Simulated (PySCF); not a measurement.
Several molecules and their computed UV-vis stick spectra, shuffled. The calculation used TDDFT wB97X-D/def2-SVPD, vertical, gas phase, core orbitals frozen in the response in PySCF. Geometries: PBE0-D3(BJ)/def2-SVP; one conformer of each isolated species. Triplets are in the Tamm–Dancoff approximation. Atoms past krypton carry core potentials; spin–orbit coupling is left out.

A. `[CuH]`
B. `[O]=[Tc](=[O])(=[O])[Br]`
C. `C#CCCCC`
D. `C/C=C\C(C)=C`

Lowest singlet levels (six at most, fewer where fewer were computed) with oscillator strengths:

1. 416 nm (f 0.044); 380 nm (f 0.000 summed over 2 states); 361 nm (f 0.003 summed over 2 states); 241 nm (f 0.359 summed over 2 states); 222 nm (f 0.000 summed over 2 states) [of 10 roots; the last level is left out, as the window may have cut its degenerate partner]; T1 2.46 eV
2. 188 nm (f 0.000); 181 nm (f 0.002); 181 nm (f 0.000); 162 nm (f 0.044); 161 nm (f 0.058); 143 nm (f 0.014); T1 5.47 eV
3. 313 nm (f 0.000 summed over 2 states); 299 nm (f 0.000); 283 nm (f 0.028); 279 nm (f 0.006 summed over 2 states); 264 nm (f 0.000); 262 nm (f 0.001 summed over 2 states) [of 10 roots; the last level is left out, as the window may have cut its degenerate partner]; T1 3.58 eV
4. 221 nm (f 0.644); 192 nm (f 0.000); 173 nm (f 0.003); 172 nm (f 0.017); 171 nm (f 0.007); 169 nm (f 0.008); T1 3.19 eV

**Question.** Which spectrum belongs to which structure?

**Answer.** 1 = A, 2 = C, 3 = B, 4 = D.
- A: S1 at 2.98 eV, HOMO→LUMO (88%); for S1 the Löwdin share of copper is 75% in HOMO and 89% in LUMO (metal-centred by this measure); HOMO -8.26 and LUMO -0.19 eV; point group C∞v, 4 of its 9 listed states under f = 0.0005.
- B: S1 at 3.96 eV, HOMO-2→LUMO/LUMO+1 (≥51%), HOMO-1/HOMO→LUMO/LUMO+1 (≥24%); for S1 the Löwdin share of technetium is at most 2% in HOMO-2 and 51% in LUMO (ligand-to-metal charge transfer by this measure); HOMO -11.49 and LUMO -2.52 eV; point group C3v, 6 of its 9 listed states under f = 0.0005.
- C: S1 at 6.61 eV, HOMO→LUMO+4 (37%), HOMO-1→LUMO+3 (30%), HOMO→LUMO+2 (17%); Löwdin shares by element: HOMO (one of a set within 0.03 eV) carbon 89% or more; LUMO carbon 44% or more (atoms not listed hold the other 56%); HOMO -9.53 and LUMO 2.33 eV; point group Cs, 2 of its 6 listed states under f = 0.0005.
- D: S1 at 5.61 eV, HOMO→LUMO (98%); Löwdin shares by element: HOMO carbon 82% or more (atoms not listed hold the other 18%); LUMO carbon 78% or more (atoms not listed hold the other 22%); HOMO -8.12 and LUMO 1.07 eV.

A slash joins orbitals within 0.01 eV of each other, whose weights are summed (≥ marks a lower bound).
